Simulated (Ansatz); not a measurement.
The input, for Ansatz 0.2.0:

```yaml
crystal:
  periodic: [false, false, false]
  atoms:
    - {symbol: Sn, position_ang: [0.000000, 0.000000, 0.000000]}
    - {symbol: H, position_ang: [0.000000, 0.000000, 2.840000]}
basis:
  gaussian: {orbitals: def2-SVPD}
total_charge: -1
magnetization: {spin_polarized: true, initial_magnetization: 2}
hamiltonian: {xc: {name: r2SCAN}}
output: {forces: true}
```

```sh
$ ansatz run in.yaml --threads 1 --pin off --events-out ev --progress --plain --max-ram 2393MiB
```

The program prints:

```
417 factors; their error is unknown
mean field evaluation 1: about -5846.6741 eV, gradient 1.2e1 eV
mean field evaluation 2: about -5837.5783 eV, gradient 2.3e1 eV
mean field evaluation 4: about -5848.2019 eV, gradient 1.7e0 eV
mean field evaluation 8: about -5848.2591 eV, gradient 1.6e-1 eV
mean field evaluation 16: about -5848.2579 eV, gradient 5.9e-4 eV
mean field -5848.25786554 eV, -214.9195124670 hartree, gradient 3.4e-5 eV, S^2 2.170673; 2 other end points of the search recorded, 0 dependent functions left out
the calculation of the forces begins
reference -5848.25787904 eV, -214.9195129632 hartree; 13, 11 occupied and 27, 29 virtual orbitals, 417 factors
Total energy: -5848.25787904 eV, -214.9195129632 hartree
Atom 0 at     0.000000     0.000000     0.000000 Å, force     0.000000    -0.000000     1.173059 eV/Å
Atom 1 at     0.000000     0.000000     2.840000 Å, force    -0.000000     0.000000    -1.173059 eV/Å
Dipole moment:    -0.000000    -0.000000    -0.960490 e Å
```

Forces (eV/Å):
```
Sn   0.000  0.000  1.173
H    0.000  0.000 -1.173
```

Ran on 1 thread of AMD EPYC, shared host: 6.5 s wall, 0.15 GiB peak host memory.
